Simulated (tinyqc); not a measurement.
Worked calculation: ROHF in the sto-3g basis, for NH3+, spin multiplicity 2. One step of it, computed by the program tinyqc.

Question. Iteration 1: diagonalisation and new density. Diagonalise F' = X^T F X, C = X C', fill 5 alpha and 4 beta electrons from the bottom; D(s) = C_occ C_occ^T. Each column has its largest component positive (the first on a tie).

effective F (hartree), order 1N 1s, 1N 2s, 1N 2px, 1N 2py, 1N 2pz, 2H 1s, 3H 1s, 4H 1s:
$$\begin{pmatrix}
-14.366582 & -3.709966 & 0.000000 & 0.000000 & 0.001568 & -0.515048 & -0.515469 & -0.515469 \\
-3.709966 & -1.662848 & -0.000001 & 0.000000 & 0.095092 & -0.495875 & -0.496151 & -0.496151 \\
0.000000 & -0.000001 & -0.179353 & 0.000000 & -0.000018 & -0.279430 & 0.139676 & 0.139676 \\
0.000000 & 0.000000 & 0.000000 & -0.179485 & 0.000000 & 0.000000 & -0.242114 & 0.242114 \\
0.001568 & 0.095092 & -0.000018 & 0.000000 & 0.198221 & 0.059685 & 0.059721 & 0.059721 \\
-0.515048 & -0.495875 & -0.279430 & 0.000000 & 0.059685 & -0.316021 & -0.115112 & -0.115112 \\
-0.515469 & -0.496151 & 0.139676 & -0.242114 & 0.059721 & -0.115112 & -0.316042 & -0.115102 \\
-0.515469 & -0.496151 & 0.139676 & 0.242114 & 0.059721 & -0.115112 & -0.115102 & -0.316042
\end{pmatrix}$$

X, order 1N 1s, 1N 2s, 1N 2px, 1N 2py, 1N 2pz, 2H 1s, 3H 1s, 4H 1s:
$$\begin{pmatrix}
-0.383608 & 0.000000 & -0.000341 & 0.737981 & 0.583837 & -0.000004 & 0.000000 & 0.190617 \\
1.135564 & 0.000000 & 0.000736 & -0.067284 & 0.123118 & 0.000010 & 0.000000 & 0.487788 \\
-0.000676 & 0.000000 & 0.909341 & 0.000076 & 0.000030 & 0.635655 & 0.000000 & -0.000040 \\
0.000000 & 0.909591 & 0.000000 & 0.000000 & 0.000000 & 0.000000 & 0.635557 & 0.000000 \\
-0.157070 & 0.000000 & -0.000074 & -0.644470 & 0.753014 & 0.000010 & 0.000000 & -0.068999 \\
-0.526341 & 0.000000 & -0.827750 & -0.163314 & -0.127998 & 0.465847 & 0.000000 & 0.310800 \\
-0.527530 & -0.716621 & 0.413287 & -0.163322 & -0.128014 & -0.232795 & 0.403349 & 0.310924 \\
-0.527530 & 0.716621 & 0.413287 & -0.163322 & -0.128014 & -0.232795 & -0.403349 & 0.310924
\end{pmatrix}$$

Give: F' = X^T F X; orbital energies; coefficients C; D(alpha) after iteration 1; D(beta) after iteration 1.

Answer.

F' = X^T F X (hartree):
$$\begin{pmatrix}
-0.3243 & 0.0000 & -0.0007 & 1.5932 & 1.2908 & 0.0000 & 0.0000 & 0.4713 \\
0.0000 & 0.2764 & 0.0000 & 0.0000 & 0.0000 & 0.0000 & 0.0553 & 0.0000 \\
-0.0007 & 0.0000 & 0.2760 & 0.0018 & 0.0015 & 0.0554 & 0.0000 & 0.0007 \\
1.5932 & 0.0000 & 0.0018 & -7.0403 & -6.2068 & 0.0001 & 0.0000 & -3.3828 \\
1.2908 & 0.0000 & 0.0015 & -6.2068 & -5.1076 & 0.0001 & 0.0000 & -2.9165 \\
0.0000 & 0.0000 & 0.0554 & 0.0001 & 0.0001 & -0.3860 & 0.0000 & 0.0000 \\
0.0000 & 0.0553 & 0.0000 & 0.0000 & 0.0000 & 0.0000 & -0.3861 & 0.0000 \\
0.4713 & 0.0000 & 0.0007 & -3.3828 & -2.9165 & 0.0000 & 0.0000 & -2.4137
\end{pmatrix}$$

orbital energies (hartree): MO1 -14.3762, MO2 -0.8091, MO3 -0.3907, MO4 -0.3906, MO5 0.0738, MO6 0.2255, MO7 0.2806, MO8 0.2810

coefficients C, order 1N 1s, 1N 2s, 1N 2px, 1N 2py, 1N 2pz, 2H 1s, 3H 1s, 4H 1s:
$$\begin{pmatrix}
0.9928 & -0.2300 & 0.0000 & 0.0000 & -0.1720 & 0.0301 & 0.0001 & 0.0000 \\
0.0315 & 0.8201 & 0.0000 & -0.0001 & 0.9119 & -0.2050 & -0.0008 & 0.0000 \\
0.0000 & 0.0000 & 0.0000 & 0.5582 & 0.0006 & -0.0008 & 0.9588 & 0.0000 \\
0.0000 & 0.0000 & 0.5583 & 0.0000 & 0.0000 & 0.0000 & 0.0000 & 0.9590 \\
-0.0011 & -0.0838 & 0.0000 & 0.0000 & 0.2124 & 0.9796 & 0.0007 & 0.0000 \\
-0.0053 & 0.1578 & 0.0000 & 0.5328 & -0.5896 & 0.2134 & -0.7855 & 0.0000 \\
-0.0053 & 0.1579 & 0.4612 & -0.2662 & -0.5892 & 0.2127 & 0.3935 & -0.6809 \\
-0.0053 & 0.1579 & -0.4612 & -0.2662 & -0.5892 & 0.2127 & 0.3935 & 0.6809
\end{pmatrix}$$

D(alpha) after iteration 1, order 1N 1s, 1N 2s, 1N 2px, 1N 2py, 1N 2pz, 2H 1s, 3H 1s, 4H 1s:
$$\begin{pmatrix}
1.0681 & -0.3142 & -0.0001 & 0.0000 & -0.0184 & 0.0599 & 0.0598 & 0.0598 \\
-0.3142 & 1.5051 & 0.0005 & 0.0000 & 0.1249 & -0.4083 & -0.4079 & -0.4079 \\
-0.0001 & 0.0005 & 0.3116 & 0.0000 & 0.0001 & 0.2970 & -0.1490 & -0.1490 \\
0.0000 & 0.0000 & 0.0000 & 0.3116 & 0.0000 & 0.0000 & 0.2574 & -0.2574 \\
-0.0184 & 0.1249 & 0.0001 & 0.0000 & 0.0521 & -0.1384 & -0.1384 & -0.1384 \\
0.0599 & -0.4083 & 0.2970 & 0.0000 & -0.1384 & 0.6563 & 0.2305 & 0.2305 \\
0.0598 & -0.4079 & -0.1490 & 0.2574 & -0.1384 & 0.2305 & 0.6556 & 0.2303 \\
0.0598 & -0.4079 & -0.1490 & -0.2574 & -0.1384 & 0.2305 & 0.2303 & 0.6556
\end{pmatrix}$$

D(beta) after iteration 1, order 1N 1s, 1N 2s, 1N 2px, 1N 2py, 1N 2pz, 2H 1s, 3H 1s, 4H 1s:
$$\begin{pmatrix}
1.0385 & -0.1574 & 0.0000 & 0.0000 & 0.0182 & -0.0415 & -0.0416 & -0.0416 \\
-0.1574 & 0.6736 & 0.0000 & 0.0000 & -0.0688 & 0.1292 & 0.1293 & 0.1293 \\
0.0000 & 0.0000 & 0.3116 & 0.0000 & 0.0000 & 0.2974 & -0.1486 & -0.1486 \\
0.0000 & 0.0000 & 0.0000 & 0.3116 & 0.0000 & 0.0000 & 0.2574 & -0.2574 \\
0.0182 & -0.0688 & 0.0000 & 0.0000 & 0.0070 & -0.0132 & -0.0132 & -0.0132 \\
-0.0415 & 0.1292 & 0.2974 & 0.0000 & -0.0132 & 0.3088 & -0.1169 & -0.1169 \\
-0.0416 & 0.1293 & -0.1486 & 0.2574 & -0.0132 & -0.1169 & 0.3085 & -0.1168 \\
-0.0416 & 0.1293 & -0.1486 & -0.2574 & -0.0132 & -0.1169 & -0.1168 & 0.3085
\end{pmatrix}$$
